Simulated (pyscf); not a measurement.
## Cycloaddition: H₂C=CH–F + F–C:–F [singlet] -> cyclic C₃H₃F₃ (SMILES FC1CC1(F)F)

Gas phase, singlet surface, charge 0. Bonds broken: none. Bonds formed: C1–C8, C2–C8. Structures and frequencies: ωB97X-D3(BJ)/def2-SVP in PySCF.

Transition state (Å):

```xyz
9

C     -1.1761    -0.1833     0.1367
C     -0.9138     1.1634     0.2039
F     -1.2976     1.9610    -0.7840
H     -2.0127    -0.5159    -0.4839
H     -0.9871    -0.7752     1.0352
H     -0.1987     1.6310     0.8870
F      0.2473     0.1319    -1.9926
C      0.2366    -0.6224    -0.8949
F      1.3870    -0.3627    -0.2632
```

One imaginary mode, 434i cm⁻¹; descent along it reached the two sides named.

```
bond   change  reactant side (Å)  saddle  product side
-----  ------  -----------------  ------  ------------
C1–C8   forms                3.7   1.804         1.487
C2–C8   forms                3.5   2.392         1.483
```

Electronic energies relative to the separated reactants (kJ/mol):

```tsv
level	barrier	reaction energy	reverse barrier
ωB97X-D3(BJ)/def2-TZVP	58.9	-195.4	254.3
PBE/def2-TZVP	3.7	-191.8	195.5
r²SCAN/def2-TZVP	3.7	-200.9	204.5
B3LYP-D3(BJ)/def2-TZVP	35.0	-173.7	208.7
PBE0-D3(BJ)/def2-TZVP	20.7	-216.6	237.3
M06-2X/def2-TZVP	45.7	-199.5	245.3
ωB97M-D3(BJ)/def2-TZVP	63.5	-176.0	239.5
HF/def2-TZVP	140.7	-141.1	281.7
```

With ωB97M-D3(BJ)/def2-TZVP energies and thermal terms (ideal gas, 1 atm, RRHO with modes under 100 cm⁻¹ raised to 100, one conformer, R ln 2 for rigid chiral ones), in kJ/mol:

```json
[
 {"T (K)": "298", "ΔH‡": "67.0", "ΔG‡": "117.2", "ΔH": "-163.1", "ΔG": "-109.8"},
 {"T (K)": "600", "ΔH‡": "68.5", "ΔG‡": "167.6", "ΔH": "-161.8", "ΔG": "-56.1"},
 {"T (K)": "900", "ΔH‡": "70.8", "ΔG‡": "216.6", "ΔH": "-158.3", "ΔG": "-4.0"},
 {"T (K)": "1200", "ΔH‡": "73.3", "ΔG‡": "264.9", "ΔH": "-154.1", "ΔG": "+46.8"}
]
```

cyclic C₃H₃F₃ (SMILES FC1CC1(F)F) lies 61.2 kJ/mol over its isomer H₂C=C(F)–CH(F)–F, and others may lie lower still (electronic energy, ωB97M-D3(BJ)). This is the saddle that the search found; another between the same sides may lie lower. A restricted solution here is unstable towards spin polarisation, so biradical character is likely and single-reference numbers are less safe.
